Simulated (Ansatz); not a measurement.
**BH5OSi: a ladder of functionals and wavefunction methods**

The task here is to estimate one member of a computed series from the others.

Computed with Ansatz 0.2.0, Gaussian basis. Level: functionals in def2-TZVPP, the program's frozen cores in correlated methods.

The runs, in order: LDA (SPW92), PBE-D4, revPBE-D4, BLYP-D4, r2SCAN-D4, B97M-V, PBE0-D4, B3LYP-D4, r2SCANh-D4, r2SCAN0-D4, HSE06-D4, BHLYP-D4, CAM-B3LYP-D4, LC-ωPBE, ωB97X-V, ωB97M-V, B2PLYP, PBE-QIDH; CCSD(T)/def2-SVP; CCSD(T)/def2-TZVPP; MP2/def2-QZVPP; extrapolation to the limit; RPA on PBE.

## The relaxed structure

The geometry comes from an earlier relaxation with PBE0-D4 in a triple-zeta def2 set; it is a stationary point, not always the lowest conformer.

SMILES `B[SiH2]O`, 8 atoms, charge 0, spin multiplicity 1.

Atoms are counted from 1 here; the program's logs count them from 0.

Bond lengths: B1–Si2 2.005 Å, B1–H4 1.197 Å, B1–H5 1.197 Å, Si2–O3 1.655 Å, Si2–H6 1.486 Å, Si2–H7 1.500 Å, O3–H8 0.958 Å. Angles: Si2–B1–H4 124.0°, Si2–B1–H5 119.0°, H4–B1–H5 116.9°, B1–Si2–O3 116.3°, B1–Si2–H6 111.5°, B1–Si2–H7 105.1°, O3–Si2–H6 105.0°, O3–Si2–H7 111.2°, H6–Si2–H7 107.5°, Si2–O3–H8 117.3°.

Coordinates:

```mol
BH5OSi
  3D, bonds by distance, orders not assigned

  8  7  0  0  0  0  0  0  0  0999 V2000
   -0.9319    0.6072   -0.8051 B   0  0
    0.6197    0.0664    0.3436 Si  0  0
    0.4198   -1.3067    1.2451 O   0  0
   -1.8632   -0.1043   -1.0505 H   0  0
   -0.9227    1.6862   -1.3242 H   0  0
    0.9652    1.1265    1.3264 H   0  0
    1.7767   -0.0680   -0.6009 H   0  0
    0.0285   -2.0645    0.8097 H   0  0
  1  2  8  0
  2  3  8  0
  1  4  8  0
  1  5  8  0
  2  6  8  0
  2  7  8  0
  3  8  8  0
M  END
```

Set-up of the first run:

The input, in.yaml:

```yaml
crystal:
  periodic: [false, false, false]
  atoms:
    - {symbol: B, position_ang: [-0.931926, 0.607171, -0.805092]}
    - {symbol: Si, position_ang: [0.619727, 0.066430, 0.343604]}
    - {symbol: O, position_ang: [0.419822, -1.306655, 1.245127]}
    - {symbol: H, position_ang: [-1.863189, -0.104347, -1.050525]}
    - {symbol: H, position_ang: [-0.922741, 1.686233, -1.324195]}
    - {symbol: H, position_ang: [0.965216, 1.126496, 1.326429]}
    - {symbol: H, position_ang: [1.776714, -0.067963, -0.600864]}
    - {symbol: H, position_ang: [0.028478, -2.064466, 0.809717]}
basis:
  gaussian: {orbitals: def2-TZVPP}
hamiltonian: {xc: lda}
output: {orbitals: {seedname: orbitals}}
```

On the command line:

```
$ ansatz run in.yaml --threads 2 --pin off --events-out ev --progress --plain --max-ram 4352MiB
```

Among the steps run: LDA; PBE-D4 (GGA); revPBE-D4 (GGA); BLYP-D4 (GGA); r2SCAN-D4 (meta-GGA); B97M-V (meta-GGA); B3LYP-D4 (hybrid); r2SCANh-D4 (hybrid); r2SCAN0-D4 (hybrid); HSE06-D4 (hybrid); BHLYP-D4 (hybrid); CAM-B3LYP-D4 (range-separated); LC-ωPBE (range-separated); ωB97X-V (range-separated); ωB97M-V (range-separated); B2PLYP (double hybrid); PBE-QIDH (double hybrid).

One of the session's tables, all rows but one given; the rest of the session is left out.

It belongs to the step «Orbital energies across the functionals». 

| functional | HOMO (eV) | LUMO (eV) | gap (eV) |
| --- | --- | --- | --- |
| LDA (SPW92) | -6.72 | -3.74 | 2.98 |
| PBE-D4 | -6.63 | -3.47 | 3.16 |
| revPBE-D4 | -6.60 | -3.36 | 3.24 |
| BLYP-D4 | -6.55 | -3.30 | 3.25 |
| r2SCAN-D4 | -6.93 | -3.12 | 3.80 |
| B97M-V | -7.04 | -3.29 | 3.76 |
| PBE0-D4 | -7.96 | -2.47 | 5.50 |
| B3LYP-D4 | -7.77 | -2.68 | 5.10 |
| r2SCANh-D4 | -7.42 | -2.78 | 4.64 |
| r2SCAN0-D4 | -8.15 | -2.27 | 5.88 |
| HSE06-D4 | ? | ? | ? |
| BHLYP-D4 | -9.22 | -1.40 | 7.82 |
| CAM-B3LYP-D4 | -9.36 | -1.34 | 8.02 |
| LC-ωPBE | -10.70 | -0.13 | 10.56 |
| ωB97X-V | -10.35 | -0.23 | 10.12 |
| ωB97M-V | -10.17 | -0.50 | 9.67 |

Q: Estimate the row for HSE06-D4 from the others.

As computed: HOMO (eV): -7.56; LUMO (eV): -2.85; gap (eV): 4.71. In the column «HOMO (eV)» it lies between B3LYP-D4 (-7.77) and r2SCANh-D4 (-7.42).
